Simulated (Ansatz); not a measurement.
# BSiN+ (doublet): from Hartree-Fock to the top rungs, def2-TZVPP

An exercise on one series of results from a longer session: the logs are not shown, and one member is left open.

Program: Ansatz 0.2.0, Gaussian basis. Level of theory: def2-TZVPP, core rule «outside noble gas», up to 7 orbitals frozen. These are calculated values, not measurements.

Plan: UHF; ROHF; CCSD(T) on UHF.

2 further runs of the same task are left out: 2 set aside as unsound or not needed.

## The system

The geometry is a PBE0/def2-TZVP stationary point (not a proven minimum) of the parent state, kept for this charge and spin.

3 atoms, charge 1, spin multiplicity 2.

Atoms are counted from 1 here; the program's logs count them from 0.

Bond lengths: B1–N2 1.366 Å, N2–Si3 1.578 Å. Angles: B1–N2–Si3 180.0°.

Set-up of the first run:

in.yaml reads:

```yaml
crystal:
  periodic: [false, false, false]
  atoms:
    - {symbol: B, position_ang: [0.000000, 0.000000, 1.436730]}
    - {symbol: N, position_ang: [0.000000, 0.000000, 0.070506]}
    - {symbol: Si, position_ang: [0.000000, 0.000000, -1.507236]}
basis:
  gaussian: {orbitals: def2-TZVPP}
total_charge: 1
magnetization: {spin_polarized: true, initial_magnetization: 1}
hamiltonian: {xc: hf}
output: {orbitals: {seedname: orbitals}}
```

On the command line:

```console
$ ansatz run in.yaml --threads 1 --pin off --events-out ev --progress --plain --max-ram 4096MiB --backend cpu
```

Steps of the session up to this table: UHF; ROHF; CCSD(T) on UHF.

One table of the session follows, with a row left open; its other results are not shown here.

It belongs to the step «Misses and costs». 

```
  method  from UCCSD(T) (kJ/mol)
    ROHF                       ?
     UHF                  +907.8
    UMP2                   +87.3
   UCCSD                   +48.4
UCCSD(T)                       0
```

**Question.** Estimate the row for ROHF.

**Answer.** from UCCSD(T) (kJ/mol): +912.5. In the column «from UCCSD(T) (kJ/mol)» it is the highest.
